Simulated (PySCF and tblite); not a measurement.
4 constitutional isomers of C4H5N:

| isomer | SMILES |
| --- | --- |
| A | [cH:1]1[cH:2][cH:3][nH:4][cH:5]1 |
| B | [H]/[N:1]=[CH:2]/[CH:3]1[CH:4]=[CH:5]1 |
| C | [CH:1]1=[CH:2][CH2:3][N:4]=[CH:5]1 |
| D | [CH:1]1=[CH:2][N:3]=[CH:4][CH2:5]1 |

Measured ¹³C shifts of one of them (ppm against TMS, one entry a carbon; solvent THF-d8; Fulmer et al., Organometallics 2010, 29, 2176): 118.03, 118.03, 107.74, 107.74.

Each isomer is a Boltzmann average at 298.15 K over at most 6 conformers: GFN2-xTB geometries, energies PBE0/def2-TZVP (IEF-PCM, chloroform) (D3(BJ) added where defined), GIAO shieldings PBE0/pcSseg-1 (IEF-PCM, chloroform), GFN2-xTB thermal terms. Programs: PySCF with density fitting and tblite.

Computed shifts in falling order:

| carbon | measured | A | B | C | D |
| --- | --- | --- | --- | --- | --- |
| 1 | 118.03 | 121.5 | 187.8 | 174.1 | 180.2 |
| 2 | 118.03 | 121.5 | 120.8 | 166.4 | 153.5 |
| 3 | 107.74 | 112.7 | 120.8 | 135.5 | 134.0 |
| 4 | 107.74 | 112.7 | 28.4 | 74.8 | 50.6 |

Question: Which structure fits the measured spectrum?

Answer: After a straight-line fit of each column to the measured values (slope held to 0.85 to 1.15; an offset alone for few or close values), with errors scored by one-sided Student-t tails (width 2.5 ppm, 10 degrees of freedom):

| isomer | slope | mean error (ppm) | largest error | P (%) |
| --- | --- | --- | --- | --- |
| A | 1.000 | 0.73 | 0.7 | 100.0 |
| B | 1.000 | 40.44 | 80.9 | 0.0 |
| C | 1.000 | 28.86 | 57.7 | 0.0 |
| D | 1.000 | 36.91 | 73.8 | 0.0 |

The score favours A, which is the compound measured. Its computed assignment: ¹H (against TMS): 6.94 (H3/H5, 2H), 6.48 (H1/H2, 2H). ¹³C (against TMS): 121.5 (C3/C5), 112.7 (C1/C2). ¹⁵N (against NH3): 177.5 (N4). H not on carbon is left out.

H on N, O and S are left out: they exchange, and hydrogen bonds move them by several ppm. Unscaled ¹⁵N shifts at such levels can be off by tens of ppm; differences between conformers or isomers are more reliable. Shifts are unscaled: against experiment ¹³C can be off by 15 ppm or more and ¹H by 0.8 ppm. The search found a single conformer for at least one isomer; other rotamers may be missing.


¹⁵N shifts are against a computed isolated NH3 molecule, about 20 ppm from the liquid.